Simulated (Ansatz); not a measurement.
Rock-salt NaCl was calculated with G0W0@PBE0 (Ansatz, a first-principles code, hard PAW, contour deformation).

The cell has the measured lattice parameters. Conventional cell: a = 5.6401 Å, b = 5.6401 Å, c = 5.6401 Å, α = 90.00°, β = 90.00°, γ = 90.00°.

The quasiparticle gap at Γ at a fixed k mesh 2×2×2:

```
response cutoff          value (eV)
-----------------------  ----------
150 eV, 344 empty bands       8.653
200 eV, 529 empty bands       8.725
250 eV, 740 empty bands       8.768
300 eV, 972 empty bands       8.795
```

Task: Taking the value to converge with the response cutoff E as E^(−3/2), extrapolate from the last two rows.

Result: With y = y∞ + c/w and weights w = 3953 and 5196 for the last two rows, y∞ = (w2 y2 − w1 y1)/(w2 − w1) = (5196 × 8.795 − 3953 × 8.768)/1243 = 8.881 eV, which lies 0.086 beyond the last row. Successive pairs of rows give 8.858, 8.876, 8.881. The limit also hangs on the law assumed, so its last digits aren't firm.

The other settings are not extrapolated, so this is the limit in one setting alone.

Note: GW on a hybrid start was not checked against another program.
